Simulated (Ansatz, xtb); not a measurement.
# BH5NSi+: where a starting geometry ends

The starting geometry of this gas-phase singlet was built from a drawn formula by distance geometry and a force field; its bonds are those of `[BH3-][NH+]=[SiH+]`.

```yaml
atoms:
  - { symbol: B, position_ang: [0.0946, -1.2084, -1.0455] }
  - { symbol: N, position_ang: [0.9917, -0.0034, -1.0262] }
  - { symbol: Si, position_ang: [1.4889, 0.5652, 0.3890] }
  - { symbol: H, position_ang: [-0.1847, -1.6404, 0.0357] }
  - { symbol: H, position_ang: [0.6123, -2.1154, -1.6960] }
  - { symbol: H, position_ang: [-0.9828, -0.9356, -1.5310] }
  - { symbol: H, position_ang: [1.1992, 0.4581, -1.9099] }
  - { symbol: H, position_ang: [1.9924, 1.1196, 1.6634] }
```

Where would you expect an optimisation with r2SCAN-D4/def2-SVP to take it?

It rearranges to `B[NH+]=[SiH2]`. Contacts that open: B1–H4 (1.20 → 3.13 Å). Contacts that close: Si3–H4 (2.79 → 1.47 Å).

The energy falls by 4.58 eV over 22 steps:

```json
{"step": "1", "E − E(last) (eV)": "4.582"}
{"step": "3", "E − E(last) (eV)": "3.619"}
{"step": "6", "E − E(last) (eV)": "1.831"}
{"step": "8", "E − E(last) (eV)": "1.269"}
{"step": "10", "E − E(last) (eV)": "0.897"}
{"step": "13", "E − E(last) (eV)": "0.561"}
{"step": "15", "E − E(last) (eV)": "0.394"}
{"step": "17", "E − E(last) (eV)": "0.147"}
{"step": "20", "E − E(last) (eV)": "0.001"}
{"step": "22", "E − E(last) (eV)": "0.000"}
```

Final geometry (Å):

```yaml
atoms:
  - { symbol: B, position_ang: [0.1072, -1.1826, -1.6983] }
  - { symbol: N, position_ang: [1.0488, -0.2735, -1.0370] }
  - { symbol: Si, position_ang: [0.9539, 0.1031, 0.5876] }
  - { symbol: H, position_ang: [-0.1340, -0.5230, 1.3565] }
  - { symbol: H, position_ang: [0.2521, -1.3939, -2.8658] }
  - { symbol: H, position_ang: [-0.7567, -1.6590, -1.0126] }
  - { symbol: H, position_ang: [1.7912, 0.1397, -1.6109] }
  - { symbol: H, position_ang: [1.9490, 1.0289, 1.1597] }
```

From the same start GFN2-xTB reaches the same bonding as this run.

The end wasn't checked by frequencies. Run with Ansatz 0.2.0, 24 s on 1 thread of Intel(R) Xeon(R) 6975P-C (Granite Rapids) (shared host).
